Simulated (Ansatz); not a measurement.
Species: C3H9N, SMILES `CN(C)C` (charge 0, multiplicity 1).

**Question.** Give a relaxed geometry from PBE0-D3(BJ)/def2-SVP (Ansatz, a first-principles code).

**Answer.** the end point of this relaxation (outside a Z-matrix the atoms follow the SMILES, hydrogens last).
Z-matrix (Å, degrees):
```
N
C 1 1.4384
H 2 1.1014 1 110.22
H 2 1.1014 3 107.71 1 -120.28
H 2 1.1157 3 107.57 4 -115.69
C 1 1.4384 2 112.48 3 -175.25
H 6 1.1014 1 110.22 2 175.24
H 6 1.1014 7 107.71 1 120.28
H 6 1.1157 7 107.57 8 115.69
C 1 1.4384 2 112.48 3 56.49
H 10 1.1014 1 110.22 2 -56.48
H 10 1.1014 11 107.71 1 120.28
H 10 1.1157 11 107.57 12 115.69
```
